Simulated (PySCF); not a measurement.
Below is a simulated gas-phase C 1s photoelectron spectrum of `C=C(C)C`.

Every computed line was given a Gaussian of 0.6 eV full width at half maximum and an area set by the number of equivalent atoms; the highest printed point is 100. Method: delta-SCF UKS SCAN, pcX-2 on the ionised atom, pcseg-1 elsewhere, spin-free X2C (PySCF).

binding energy (eV), intensity and a bar:
```
    288.8          0 
    288.9          1 
    289.0          2 
    289.1          4 #
    289.2          8 ##
    289.3         15 ####
    289.4         23 #######
    289.5         30 #########
    289.6         34 ##########
    289.7         34 ##########
    289.8         29 #########
    289.9         23 #######
    290.0         21 ######
    290.1         25 #######
    290.2         37 ###########
    290.3         56 #################
    290.4         78 #######################
    290.5         95 ############################
    290.6        100 ##############################
    290.7         91 ###########################
    290.8         72 ######################
    290.9         49 ###############
    291.0         29 #########
    291.1         15 ####
    291.2          6 ##
    291.3          2 #
    291.4          1 
    291.5          0
```

Question: How many maxima does the curve show, and how many computed lines lie under it?

Answer: The curve has 2 maxima (at 289.6 and 290.6 eV). Under it lie 3 lines from 3 inequivalent carbon sites. At this width some lines have no maximum of their own.

Question: Decompose the envelope and assign each component. Numbering: `[CH2:1]=[C:2]([CH3:3])[CH3:4]`.

Answer: 
| position (eV) | relative area | line | atoms | environment |
| --- | --- | --- | --- | --- |
| 289.63 | 1 | C 1s | C1 | terminal =CH2 carbon |
| 290.50 | 1 | C 1s | C2 | fully substituted alkene carbon |
| 290.63 | 2 | C 1s | C3/C4 | allylic carbon |

The listed C 1s values span 1.00 eV, from C1 (bonded to C (double bond) and 2 H) to C3/C4 (bonded to C and 3 H). Summing the Pauling electronegativity differences to the bonded atoms, each weighted by its formal bond order, gives -0.70 for the lowest site and -1.05 for the highest; the largest sum, 0.00, belongs to C2, 0.13 eV below the top. The smallest sum, -1.05, belongs to C3/C4, 1.00 eV above the lowest.

No satellites, vibrations or lifetime broadening are included. The first atom of each set that the bonding makes equivalent was ionised and stands for the set. Geometry: GFN2-xTB; no solvent, vibrations or thermal averaging.
